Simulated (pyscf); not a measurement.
H₂C=S + H₂S → H₃C–S–SH, an addition across a multiple bond or ene-type step (singlet surface; H–S broken, C–H, S–S formed). PySCF, gas phase, ωB97X-D3(BJ)/def2-SVP geometries. MP2 and CC: frozen core, UHF for open shells. ΔMP2 is the change of the MP2 total energy from the triple- to the quadruple-zeta basis. Energies in kcal/mol from the separated reactants.

Small-basis levels: PySCF, no dispersion term, spherical d functions. AM1 to PM7: differences of heats of formation from MOPAC. Cost: rough CPU time at the saddle relative to B3LYP/6-31G*, from one job on a shared machine.

```csv
level,barrier,reaction energy,cost
HF/3-21G,65.9,-18.6,0.07
HF/6-31G*,75.3,-23.4,0.10
PBE/6-31G*,34.4,-30.0,1
B3LYP/3-21G,40.6,-20.5,0.7
B3LYP/6-311+G**,45.2,-22.0,1
PBE/def2-SVP,30.4,-29.1,1
B3LYP/def2-SVP,41.9,-24.9,0.9
PM3,21.3,-36.0,under 0.02
PM7,37.9,-31.8,under 0.02
CCSD(T)/def2-TZVPP + ΔMP2(QZVPP),44.9,-27.3,–
```

Against the last row the barrier runs from -23.6 (PM3) to +30.3 kcal/mol (HF/6-31G*); B3LYP/6-311+G** happens to lie closest here (0.3 kcal/mol apart). CCSD(T)/def2-TZVPP + ΔMP2(QZVPP) has limits of its own. From the product side, H₃C–S• + SH• lies, by one bond made or cut, 6.9 kcal/mol under this saddle at ωB97M-D3(BJ). The same reactants have a lower exit, to HS–CH₂–SH (barrier +26.7 kcal/mol at ωB97M-D3(BJ), against +44.4 kcal/mol here). One saddle was located; it need not be the lowest between these sides. The CCSD(T) − MP2 part came from Ansatz, without density fitting, on the same reference.
